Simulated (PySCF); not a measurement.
Species, as SMILES: P (PH3).
Geometry (B3LYP-D3(BJ)/def2-TZVP, fixed):
```xyz
4

P      0.0029     0.0016     0.1282
H     -0.0038     1.1839    -0.6561
H      1.0120    -0.6137    -0.6568
H     -1.0521    -0.5944    -0.6098
```
Charge 0, spin multiplicity 1.

Basis-set convergence of the mean static polarisability at PBE0 with PySCF. All functions are spherical. Density fitting with generated auxiliary sets. No added dispersion term, no relativity. Reference: the value in aug-pcseg-3, 30.89 bohr³, itself unsure by roughly 0.3 % (its mean distance from aug-cc-pV(Q+d)Z, aug-pcseg-2, aug-cc-pV(T+d)Z). Deviations are taken from unrounded values. Cost is core time over that of def2-TZVPD, rough, on shared machines of one kind; a dash marks a row that isn't timed (too short, read off another run, short of memory, by another algorithm or on other hardware).

```json
[
 {"basis": "6-31G**", "functions": "33", "mean static polarisability (bohr³)": "20.86", "minus reference (%)": "-32.5", "cost": "-"},
 {"basis": "def2-SVP", "functions": "33", "mean static polarisability (bohr³)": "22.01", "minus reference (%)": "-28.8", "cost": "-"},
 {"basis": "pcseg-1", "functions": "33", "mean static polarisability (bohr³)": "23.35", "minus reference (%)": "-24.4", "cost": "0.5×"},
 {"basis": "cc-pV(D+d)Z", "functions": "38", "mean static polarisability (bohr³)": "23.07", "minus reference (%)": "-25.3", "cost": "-"},
 {"basis": "6-311G**", "functions": "44", "mean static polarisability (bohr³)": "23.74", "minus reference (%)": "-23.1", "cost": "0.7×"},
 {"basis": "aug-pcseg-1", "functions": "54", "mean static polarisability (bohr³)": "30.33", "minus reference (%)": "-1.8", "cost": "-"},
 {"basis": "def2-TZVPD", "functions": "70", "mean static polarisability (bohr³)": "30.48", "minus reference (%)": "-1.3", "cost": "1×"},
 {"basis": "pcseg-2", "functions": "76", "mean static polarisability (bohr³)": "25.41", "minus reference (%)": "-17.7", "cost": "0.6×"},
 {"basis": "cc-pV(T+d)Z", "functions": "81", "mean static polarisability (bohr³)": "26.54", "minus reference (%)": "-14.1", "cost": "0.7×"},
 {"basis": "def2-TZVPP", "functions": "84", "mean static polarisability (bohr³)": "26.60", "minus reference (%)": "-13.9", "cost": "1×"},
 {"basis": "def2-TZVPPD", "functions": "99", "mean static polarisability (bohr³)": "30.51", "minus reference (%)": "-1.2", "cost": "1×"},
 {"basis": "6-311++G(3df,3pd)", "functions": "101", "mean static polarisability (bohr³)": "29.72", "minus reference (%)": "-3.8", "cost": "1×"},
 {"basis": "aug-pcseg-2", "functions": "119", "mean static polarisability (bohr³)": "30.71", "minus reference (%)": "-0.6", "cost": "2×"},
 {"basis": "cc-pV(Q+d)Z", "functions": "154", "mean static polarisability (bohr³)": "28.78", "minus reference (%)": "-6.8", "cost": "3×"},
 {"basis": "def2-QZVPP", "functions": "160", "mean static polarisability (bohr³)": "28.95", "minus reference (%)": "-6.3", "cost": "2×"},
 {"basis": "pcseg-3", "functions": "163", "mean static polarisability (bohr³)": "29.15", "minus reference (%)": "-5.6", "cost": "4×"},
 {"basis": "def2-QZVPPD", "functions": "175", "mean static polarisability (bohr³)": "30.78", "minus reference (%)": "-0.3", "cost": "3×"},
 {"basis": "cc-pV(5+d)Z", "functions": "265", "mean static polarisability (bohr³)": "29.37", "minus reference (%)": "-4.9", "cost": "20×"}
]
```
